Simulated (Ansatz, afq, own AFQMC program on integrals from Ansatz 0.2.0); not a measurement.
# CHN⁺, doublet in cc-pVTZ, levels against CCSDT(Q)

| atom | x (Å) | y (Å) | z (Å) |
| --- | --- | --- | --- |
| N | 0.0000 | 0.0000 | 1.1200 |
| C | 0.0000 | 0.0000 | -0.0256 |
| H | 0.0000 | 0.0000 | -1.0944 |

Connectivity, by distances: N–CH.

Basis cc-pVTZ. Noble-gas cores (and the filled d shells of Ga–Kr and In–Xe) are frozen. Integrals, coupled cluster, full CI and functionals: Ansatz 0.2.0; the random walks run on the same integrals in our own AFQMC program. The CISD trial takes its coefficients from CCSD amplitudes. Released means that phaseless walkers are propagated on without the constraint, phases kept. Error bars are statistical, one sigma.

Determinant: UHF, the one that the program's search chose, which needn't be the lowest solution. The geometry is a PBE0/def2-TZVP stationary point of this or a neighbouring charge and spin state.

No full CI on the walks' own integrals is used here; CCSDT(Q) serves as the reference and is uncertain by about the last step of the cluster series.

Cautions: the released energies are still falling, so no released level is given (meV from the phaseless value at times in 1/Eh: -20 ± 9 at 0.24, -19 ± 7 at 0.51, -25 ± 5 at 0.99, -38 ± 5 at 1.62, -26 ± 12 at 2.40), though the last usable value meets CCSDT(Q) within the noise.

* T1 diagnostic: 0.0136
* weight of the determinant in the CISD state: 0.902
* ⟨S²⟩ of the determinant: 0.756
* size of the correlated space: 9 electrons in 72 orbitals

```tsv
level	correlation energy (eV)
MP2	-7.3033
CCSD	-7.8935
CCSD(T)	-8.2196
```

Problem. Estimate where phaseless AFQMC with a CISD trial lies against CCSD(T) on the same integrals.

Solution. 0.08 ± 0.16 mEh below CCSD(T). The gap is under twice the noise, so this walk alone can't tell the two apart.

Reference: CCSDT(Q), correlation energy -8.262 eV.

| level | E − E(reference) (mEh) | share of correlation (%) |
| --- | --- | --- |
| CCSD(T) | 1.58 | 99.48 |
| CCSDT | 0.77 | 99.75 |
| ph-AFQMC/CISD | 1.50 ± 0.16 | 99.51 |

A walk keeps the symmetry of its determinant, which the program's search chose and which needn't be the lowest solution, so a lower state of the same spin and another symmetry isn't excluded.
